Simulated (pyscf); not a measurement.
PySCF, gas phase, ωB97X-D3(BJ)/def2-SVP geometries. MP2 and CC: frozen core, UHF for open shells. ΔMP2 is the change of the MP2 total energy from the triple- to the quadruple-zeta basis.

Q: For the elementary gas-phase step H₂Al–Cl (SMILES [AlH2][Cl]) + CH₃• (SMILES [CH3]) → [HAl–Cl]• (SMILES [AlH][Cl]) + CH₄ (SMILES C) (doublet surface; Al–H broken, C–H formed), what barrier and reaction energy does CCSD(T)/def2-TZVPP + ΔMP2(QZVPP) give, measured from the separated reactants?

A: ΔE‡ = 0.32 eV, ΔE = -1.05 eV. Zero-point energy shifts the barrier by +0.03 eV. It is a hydrogen abstraction, with an imaginary mode of 755i cm⁻¹. One saddle was located; it need not be the lowest between these sides. The angle at the transferred H is 176°. The CCSD(T) − MP2 part came from Ansatz, without density fitting, on the same reference.
